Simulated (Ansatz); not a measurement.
Reaction (SMILES): C[Si](C)(N)N [[diamino(methyl)silyl]methane] → [Si](N)(C)C + [NH2] (NH2) (the N-Si bond breaks)

Wanted: bond dissociation energy (electronic), in kcal/mol. Conventions: non-relativistic; no dispersion term unless named; UHF or UKS for open shells; frozen cores in correlated levels; spin-orbit terms left out. Basis-set limits of correlation are two-point, X^-3; Hartree-Fock from the larger set. Ab initio and DFT rows: single points at B3LYP-D3(BJ) geometries (Ansatz, an electronic-structure program).

```
species       coefficient  E at B3LYP/STO-3G (Ansatz), Eh  E at wB97M-V/def2-TZVPD (Ansatz), Eh
------------  -----------  ------------------------------  ------------------------------------
C[Si](C)(N)N           -1                      -475.52318                            -481.29367
C[Si](C)N              +1                      -420.22712                            -425.23688
[NH2] (NH2)            +1                       -55.12353                             -55.87336
```

Coupled cluster (Ansatz) is a level with limits of its own, used here on species with T1 under 0.025 (0.045 for open shells) and stable references: CCSD(T)/CBS(cc-pV(T+d)Z,cc-pV(Q+d)Z). Value to compare with, CCSD(T)/CBS(cc-pV(T+d)Z,cc-pV(Q+d)Z) (Ansatz): 115.3 kcal/mol. 1 Eh = 627.5095 kcal/mol.

### Question
Work the quantity out at each level, and compare with CCSD(T)/CBS(cc-pV(T+d)Z,cc-pV(Q+d)Z) (Ansatz).

### Answer

- B3LYP/STO-3G: the sum of coefficient times E is 0.17253 Eh, or 108.26 kcal/mol. Result: 108.3 kcal/mol. Its difference against CCSD(T)/CBS(cc-pV(T+d)Z,cc-pV(Q+d)Z) (Ansatz) is -7.0 kcal/mol.
- wB97M-V/def2-TZVPD: the sum of coefficient times E is 0.18343 Eh, or 115.10 kcal/mol. Result: 115.1 kcal/mol. Its difference against CCSD(T)/CBS(cc-pV(T+d)Z,cc-pV(Q+d)Z) (Ansatz) is -0.2 kcal/mol.
